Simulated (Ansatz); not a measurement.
Coupled-cluster run, HN$_{2}$ (`[N]=N`) radical.

```yaml
crystal:
  periodic: [false, false, false]
  atoms:
    - {symbol: N, position_ang: [0.710751, -0.606539, 0.326321]}
    - {symbol: N, position_ang: [-0.268546, -0.217743, -0.170047]}
    - {symbol: H, position_ang: [-0.442195, 0.824282, -0.156274]}
basis:
  gaussian: {orbitals: cc-pV(D+d)Z}
magnetization: {spin_polarized: true, initial_magnetization: 1}
correlation: {method: ccsd_t}
scf: {omitted_lower_state_checks: [cluster_reference]}
```

```sh
$ ansatz run in.yaml --threads 2 --pin off --events-out ev --progress --plain --max-ram 32768MiB --backend cpu
```

Output of Ansatz, abridged:

```
Functional definition: HF
319 factors; integrals over basis functions are off by at most 1.7e-3 eV
mean field evaluation 1: about -2977.0685 eV, gradient 1.1e1 eV
mean field evaluation 2: about -2977.0718 eV, gradient 1.1e1 eV
mean field evaluation 4: about -2977.8281 eV, gradient 2.5e0 eV
mean field evaluation 8: about -2977.9205 eV, gradient 3.7e-1 eV
mean field evaluation 16: about -2977.9495 eV, gradient 9.2e-5 eV
mean field -2977.94954915 eV, -109.4376274047 hartree, gradient 2.1e-6 eV, S^2 0.844953; 0 other end points of the search recorded, 0 dependent functions left out
2 core orbitals not correlated: weight in the atoms' cores, before any rotation towards them, 1.000 or more for the frozen orbitals, at most 0.000 for the correlated occupied ones
reference -2977.94954915 eV, -109.4376274047 hartree; 6, 5 occupied and 25, 26 virtual orbitals, 319 factors
second order -7.83736024 eV of doubles, -0.00000000 eV of singles
cycle   1  -8.01768373 eV  change   -1.8e-1 eV  update   8.7e-2
cycle   2  -8.36417826 eV  change   -3.5e-1 eV  update   3.7e-2
cycle   3  -8.50443337 eV  change   -1.4e-1 eV  update   2.6e-2
cycle   4  -8.51393037 eV  change   -9.5e-3 eV  update   1.2e-2
cycle   5  -8.51623442 eV  change   -2.3e-3 eV  update   3.6e-3
cycle   6  -8.51662582 eV  change   -3.9e-4 eV  update   1.2e-3
cycle   7  -8.51674417 eV  change   -1.2e-4 eV  update   4.0e-4
cycle   8  -8.51673765 eV  change    6.5e-6 eV  update   1.8e-4
cycle   9  -8.51675806 eV  change   -2.0e-5 eV  update   7.7e-5
cycle  10  -8.51679697 eV  change   -3.9e-5 eV  update   2.6e-5
cycle  11  -8.51679540 eV  change    1.6e-6 eV  update   7.2e-6
perturbative correction -0.29367138 eV, -0.0107922240 hartree
Total energy: -2986.76001593 eV, -109.7614060869 hartree
Checks for a lower state left out: cluster_reference
```

It took 0.87 s on 2 threads of an AMD EPYC 7R13 on a shared host, with 0.17 GiB of host memory at the peak.

The correlation energy is -8.810 eV, 3.3 % of it from (T); the T1 diagnostic reads 0.0392.
